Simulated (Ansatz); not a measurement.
Reaction (SMILES): N#[N+][O-] → 2 N atom + O atom
B3LYP-D3(BJ)/def2-TZVP geometries, fixed; electronic energies without zero-point terms.

Basis-set convergence of the atomisation energy at MP2 with Ansatz (a first-principles code). Cartesian d functions, on some or all atoms, in 6-31G**; all else is spherical. Cores are frozen. Open shells are unrestricted. No added dispersion term, no relativity. Functions are those of the species that has most. Reference: Hartree-Fock in aug-cc-pVQZ plus the correlation part extrapolated as X^-3 from aug-cc-pVTZ and aug-cc-pVQZ, 294.84 kcal/mol, itself unsure by roughly 2.15 kcal/mol (a third of the extrapolation step and of the last Hartree-Fock step). Deviations are taken from unrounded values.

```json
[
 {"basis": "6-31G", "functions": "27", "atomisation energy (kcal/mol)": "183.91", "minus reference (kcal/mol)": "-110.94"},
 {"basis": "pcseg-0", "functions": "27", "atomisation energy (kcal/mol)": "177.91", "minus reference (kcal/mol)": "-116.94"},
 {"basis": "def2-SVP", "functions": "42", "atomisation energy (kcal/mol)": "264.21", "minus reference (kcal/mol)": "-30.63"},
 {"basis": "6-31G**", "functions": "45", "atomisation energy (kcal/mol)": "254.13", "minus reference (kcal/mol)": "-40.71"},
 {"basis": "def2-SVPD", "functions": "63", "atomisation energy (kcal/mol)": "267.79", "minus reference (kcal/mol)": "-27.06"},
 {"basis": "6-311+G**", "functions": "66", "atomisation energy (kcal/mol)": "258.53", "minus reference (kcal/mol)": "-36.32"},
 {"basis": "aug-pcseg-1", "functions": "69", "atomisation energy (kcal/mol)": "262.56", "minus reference (kcal/mol)": "-32.29"},
 {"basis": "6-311++G(2d,2p)", "functions": "81", "atomisation energy (kcal/mol)": "264.94", "minus reference (kcal/mol)": "-29.90"},
 {"basis": "cc-pVTZ", "functions": "90", "atomisation energy (kcal/mol)": "278.27", "minus reference (kcal/mol)": "-16.58"},
 {"basis": "def2-TZVPP", "functions": "93", "atomisation energy (kcal/mol)": "278.99", "minus reference (kcal/mol)": "-15.86"},
 {"basis": "def2-TZVPPD", "functions": "114", "atomisation energy (kcal/mol)": "279.80", "minus reference (kcal/mol)": "-15.04"},
 {"basis": "jun-cc-pV(T+d)Z", "functions": "117", "atomisation energy (kcal/mol)": "279.45", "minus reference (kcal/mol)": "-15.40"},
 {"basis": "def2-QZVPP", "functions": "171", "atomisation energy (kcal/mol)": "287.94", "minus reference (kcal/mol)": "-6.90"}
]
```
